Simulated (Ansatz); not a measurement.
Scan of the C1–Si2 bond length

CH4Si (SMILES C=[SiH2]), closed shell, at its PBE0-D4/def2-TZVP minimum:

| atom | x (Å) | y (Å) | z (Å) |
| --- | --- | --- | --- |
| C1 | -0.7129 | -0.5277 | -0.2553 |
| Si2 | 0.5991 | 0.4435 | 0.2146 |
| H3 | -1.3848 | -0.9778 | 0.4662 |
| H4 | -0.9320 | -0.7370 | -1.2959 |
| H5 | 0.9092 | 0.7347 | 1.6302 |
| H6 | 1.5213 | 1.0643 | -0.7597 |

The bond length C1–Si2 (1.699 Å at the minimum) is set to the values below, with the rest relaxed at PBE0-D4/def2-TZVP at each step. Each method's energies count from its own value at the PBE0-D4 minimum structure. Computed with Ansatz 0.2.0 (basis: def2-TZVPP); correlated methods freeze the cores. B3LYP uses VWN-RPA correlation.

CCSD(T) energies along the scan:
```
bond length (Å)  CCSD(T) (kJ/mol)
          1.461             153.2
          1.511              90.3
          1.584              32.5
          1.670               2.9
          1.764               3.1
          1.867              28.1
          1.975              70.5
          2.089             124.4
          2.208             183.9
```
They count from the CCSD(T) energy at the PBE0-D4 minimum.

Minimum and curvature along this coordinate at CCSD(T): A fifth-order fit through the nearest points gives 1.715 Å, with a curvature of about 32 eV/Å².

Largest difference from the CCSD(T) curve over the scan: PBE0-D4 32.3; B3LYP-D4 24.0; HF 72.4; MP2 13.5 kJ/mol. Each curve counts from its own value at the minimum.

T1 diagnostic: at most 0.025. The restricted Hartree–Fock reference is unstable towards an unrestricted one at one or more of these structures. A large double-excitation amplitude points to some diradical character; no triplet was computed.

For scale, one of the runs: CCSD(T)/def2-TZVPP, 129 basis functions (an equivalent command: `ansatz run in.yaml --threads 2`). Hardware: 2 CPU threads, shared host. Wall time 5.5 s; peak host memory 0.6 GiB.
